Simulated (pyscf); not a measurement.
`[CH3][SeH]` + `[H][H]` → `[CH4]` + `[SeH2]`, a four-centre exchange (singlet surface; C–Se, H–H broken, C–H, H–Se formed). Structures and frequencies: ωB97X-D3(BJ)/def2-SVP in PySCF. Energies in kcal/mol from the separated reactants.

Small-basis levels: PySCF, no dispersion term, spherical d functions. 

### Question
Quick MP2/6-31G*+LANL2DZ single points give ΔE‡ = 98.1 kcal/mol and ΔE = -12.4 kcal/mol. What does ωB97M-D3(BJ)/def2-TZVP give, and how far is the quick result from it?

### Answer
ωB97M-D3(BJ)/def2-TZVP gives ΔE‡ = 88.0 kcal/mol and ΔE = -18.6 kcal/mol. MP2/6-31G*+LANL2DZ lies 10.0 kcal/mol over it in the barrier and 6.2 kcal/mol over it in the reaction energy, so on this step it does not hold to within 3.0 kcal/mol. ωB97M-D3(BJ)/def2-TZVP has limits of its own. From the product side, SeH• + H• + CH₄ lies, by one bond made or cut, 23.0 kcal/mol under this saddle at ωB97M-D3(BJ)/def2-TZVP. The same reactants have a lower exit, to H₂C=Se + H₂ + H₂ (barrier +68.7 kcal/mol at ωB97M-D3(BJ)/def2-TZVP, against +88.0 kcal/mol here). One saddle was located; it need not be the lowest between these sides. One closed-shell reference is unstable to symmetry breaking; treat the single-reference values with care. In the def2 sets elements up to Kr have no core potential.
